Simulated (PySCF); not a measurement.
# Computed data sheet: `Nc1ccsc1`

Species: C4H5NS.
Cartesian coordinates in Å at the GFN2-xTB level; atoms count from 1:
```xyz
11
C4H5NS angstrom
N     -1.7642   -0.4888    0.1383
C     -0.4709    0.0061    0.0634
C      0.6679   -0.8295   -0.1199
C      1.8339   -0.1421   -0.0774
S      1.5898    1.5371    0.1893
C     -0.1190    1.3129    0.2334
H     -2.4869    0.1992   -0.0077
H     -1.9171   -1.3378   -0.3844
H      0.5999   -1.8922   -0.2715
H      2.8314   -0.5181   -0.1862
H     -0.7595    2.1559    0.3966
```

Structural features include: aromatic ring with sulfur and amine.

GFN2-xTB geometry:

```yaml
Rotational_constants_A_B_C_of_the_GFN2-xTB_geometry: 7.202, 2.536, 1.879 GHz
```

PBE0/pcSseg-1 ground state and GIAO shieldings, non-relativistic (PySCF):

```yaml
Dipole_moment: 1.95 D
HOMO_energy: -5.78 eV
LUMO_energy: -0.09 eV
HOMO–LUMO_gap: 5.69 eV
Lowest_Hirshfeld_atomic_charge: -0.21 e on N1
Highest_Hirshfeld_atomic_charge: +0.13 e on H7/H8
13C_chemical_shifts_computed_TMS_as_zero_by_class: 150.7 (C2), 134.6 (C4), 122.9 (C3), 103.0 (C6) ppm
1H_chemical_shifts_computed_TMS_as_zero_by_class: 7.00 (H10), 6.59 (H9), 5.82 (H11), 3.36 (H7/H8) ppm
Isotropic_shieldings_of_nuclei_other_than_C_and_H_by_class: 201 (N1), 314 (S5) ppm
Mayer_bond_orders_between_heavy_atoms: N1–C2 1.12, C2–C3 1.22, C3–C4 1.59, C4–S5 1.19, S5–C6 1.13, C6–C2 1.53
```

Monoisotopic mass from the formula: 99.0143 u.

The dipole equals about 6.5 × 10⁻³⁰ C·m (1 D = 3.33564 × 10⁻³⁰ C·m). The rotational constants make it an asymmetric top with κ = (2B − A − C)/(A − C) = -0.75, nearer the prolate limit (−1). With B = h/(8π²I), that is 505.379 GHz u Å² over I, the principal moments of inertia are 70.2, 199.3 and 269.0 u Å² (most abundant isotopes).

Geometry: GFN2-xTB; no solvent, vibrations or thermal averaging.

For the NMR shielding job (PBE0/pcSseg-1), hardware: Arm Neoverse V2, one thread (shared host). Cost: 11 s wall.
